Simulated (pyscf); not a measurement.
Thermochemistry of product channels of PH₃ + PH₂• on the doublet surface, in kcal/mol, from ωB97M-D3(BJ)/def2-TZVP energies (ideal gas, 1 atm, RRHO with modes under 100 cm⁻¹ raised to 100, one conformer, R ln 2 for chiral ones without a mode under 150 cm⁻¹). PySCF, gas phase, ωB97X-D3(BJ)/def2-SVP geometries.

```tsv
products	ΔE	ΔH(298 K)	ΔG(600 K)	ΔG(1200 K)
•HP–PH₂ + hydrogen (H₂)	___	+0.4	+2.0	+1.8
H₂P–PH₂ + H atom (H•)	___	+24.3	+29.2	+31.9
```

What belongs in the gaps?


- •HP–PH₂ + hydrogen (H₂), ΔE: +1.3
- H₂P–PH₂ + H atom (H•), ΔE: +25.8

These are energies of the channels, which say nothing of barriers.
